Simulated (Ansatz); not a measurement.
Kohn–Sham single points on `COC(=N)O`.

```yaml
crystal:
  periodic: [false, false, false]
  atoms:
    - {symbol: C, position_ang: [-1.375829, -0.382334, -0.025556]}
    - {symbol: O, position_ang: [-0.439662, 0.484958, -0.629215]}
    - {symbol: C, position_ang: [0.815946, 0.408719, -0.181197]}
    - {symbol: N, position_ang: [1.326964, -0.323843, 0.713045]}
    - {symbol: O, position_ang: [1.547404, 1.292838, -0.862502]}
    - {symbol: H, position_ang: [-2.328555, -0.181668, -0.510464]}
    - {symbol: H, position_ang: [-1.465206, -0.182267, 1.046324]}
    - {symbol: H, position_ang: [-1.102220, -1.429834, -0.183112]}
    - {symbol: H, position_ang: [0.660971, -0.947910, 1.149758]}
    - {symbol: H, position_ang: [2.443189, 1.210242, -0.514181]}
basis:
  gaussian: {orbitals: def2-TZVPP}
hamiltonian: {xc: {name: PBE-QIDH}}
```

```sh
$ ansatz run in.yaml --threads 4 --pin off --events-out ev --progress --plain --max-ram 10444MiB
```

It prints (some lines left out):

```
Functional definition: PBE-QIDH
1386 factors; integrals over basis functions are off by at most 1.0e-3 eV
mean field evaluation 1: about -7717.7978 eV, gradient 5.0e1 eV
mean field evaluation 2: about -7718.0260 eV, gradient 5.0e1 eV
mean field evaluation 4: about -7722.5399 eV, gradient 4.3e0 eV
mean field evaluation 8: about -7722.5945 eV, gradient 5.0e-1 eV
mean field evaluation 16: about -7722.5952 eV, gradient 5.7e-4 eV
mean field -7722.59523193 eV, -283.8001402103 hartree, gradient 3.7e-6 eV, S^2 0.000000; 0 other end points of the search recorded, 0 dependent functions left out
5 core orbitals not correlated: weight in the atoms' cores, before any rotation towards them, 1.000 or more for the frozen orbitals, at most 0.000 for the correlated occupied ones
reference -7722.59524216 eV, -283.8001405864 hartree; 15, 15 occupied and 205, 205 virtual orbitals, 1386 factors
second order -30.65368247 eV of doubles, -0.00000000 eV of singles
Total energy: -7732.81313632 eV, -284.1756412707 hartree
```

Hardware: 4 threads of an Arm Neoverse V2 on a shared host. Wall time 3 s, peak host memory 0.54 GiB.

With the line `hamiltonian: {xc: {name: r2SCANh}, dispersion: d4}` (abridged; 2.7 s):

```
Functional definition: r2SCANh
mean field evaluation 16: about -7738.0550 eV, gradient 8.8e-4 eV
mean field -7738.05503832 eV, -284.3682776161 hartree, gradient 5.2e-5 eV, S^2 0.000000
Total energy: -7738.09676962 eV, -284.3698112130 hartree
```

Changing it to `hamiltonian: {xc: {name: BHLYP}, dispersion: d4}` (abridged; 1.6 s):

```
Functional definition: BHLYP
mean field evaluation 16: about -7738.2743 eV, gradient 1.7e-4 eV
mean field -7738.27425612 eV, -284.3763337216 hartree, gradient 2.4e-5 eV, S^2 0.000000
Total energy: -7738.44437512 eV, -284.3825854798 hartree
```

With the line `hamiltonian: {xc: r2scan, dispersion: d4}` and forces (abridged; 2.9 s):

```
Functional definition: r2SCAN
mean field evaluation 16: about -7738.5204 eV, gradient 4.9e-4 eV
mean field -7738.52040490 eV, -284.3853795224 hartree, gradient 2.6e-5 eV, S^2 0.000000
Total energy: -7738.56068144 eV, -284.3868596583 hartree
Atom 0 force    -0.249005    -0.203367     0.133042 eV/Å
Atom 1 force    -0.145827     0.276677    -0.323938 eV/Å
Atom 2 force     0.025803    -0.106722     0.115693 eV/Å
Atom 3 force     0.208207    -0.197857     0.262295 eV/Å
Atom 4 force     0.109838     0.243675    -0.214672 eV/Å
Atom 5 force     0.027151     0.003627     0.004319 eV/Å
Atom 6 force     0.015371    -0.003230    -0.005506 eV/Å
Atom 7 force     0.011724     0.009598     0.007019 eV/Å
Atom 8 force    -0.023580    -0.008687     0.001888 eV/Å
Atom 9 force     0.020319    -0.013714     0.019858 eV/Å
Dipole moment:    -0.345050    -0.190470     0.091431 e Å
```

The same input with `hamiltonian: {xc: lda}` (abridged; 0.75 s):

```
Functional definition: SPW92
mean field evaluation 16: about -7681.7040 eV, gradient 1.2e-3 eV
mean field -7681.70397402 eV, -282.2974141991 hartree, gradient 6.4e-5 eV, S^2 0.000000
Total energy: -7681.70400735 eV, -282.2974154242 hartree
```

The same input with `hamiltonian: {xc: pbe, dispersion: d4}` and forces (abridged; 1.6 s):

```
Functional definition: PBE
mean field evaluation 16: about -7733.8170 eV, gradient 9.5e-3 eV
mean field -7733.81702159 eV, -284.2125333741 hartree, gradient 4.2e-5 eV, S^2 0.000000
Total energy: -7733.97739407 eV, -284.2184269539 hartree
Atom 0 force    -0.154977    -0.133912     0.090310 eV/Å
Atom 1 force    -0.441615     0.394903    -0.531207 eV/Å
Atom 2 force    -0.017873    -0.033602     0.028621 eV/Å
Atom 3 force     0.608956    -0.345428     0.530339 eV/Å
Atom 4 force    -0.010194     0.583157    -0.594659 eV/Å
Atom 5 force    -0.209924     0.037979    -0.100531 eV/Å
Atom 6 force    -0.027966     0.023605     0.244129 eV/Å
Atom 7 force     0.049184    -0.241271    -0.017011 eV/Å
Atom 8 force    -0.208797    -0.238773     0.180706 eV/Å
Atom 9 force     0.413205    -0.046658     0.169302 eV/Å
Dipole moment:    -0.335934    -0.184995     0.088566 e Å
```
